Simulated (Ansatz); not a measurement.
We consider Cs₂AgBiBr₆ (Fm-3m, No. 225), described by r²SCAN+SOC (PAW; Ansatz, a program for electronic structure).

Numerical settings: plane-wave cutoff 560 eV, 6×6×6 k mesh, Fermi–Dirac smearing 0.01 eV, PAW data made under PBE.

Cell (measured lattice):

Space group Fm-3m (No. 225); a = b = c = 11.2322 Å, α = β = γ = 90.00°

```
atom  site  symmetry       x       y       z
----  ----  --------  ------  ------  ------
Bi      4a      m-3m  0.0000  0.0000  0.0000
Cs      8c      -43m  0.2500  0.2500  0.2500
Ag      4b      m-3m  0.5000  0.5000  0.5000
Br     24e      4m.m  0.0000  0.0000  0.2505
```
(The calculation used a cell of 10 atoms; values per cell refer to that cell.)

Task: Give the computed band gap, smallest direct gap on the k points sampled and direct gap at Γ.

Result: 
* **band gap**: 1.39 eV (indirect)
* **smallest direct gap on the k points sampled**: 2.05 eV
* **direct gap at Γ**: 2.30 eV

Note: cell and atoms aren't relaxed at this level (largest force component 0.31 eV/Å, pressure 1.1 GPa).

It cost about 29 core-minutes (a rough figure) of CPU time.
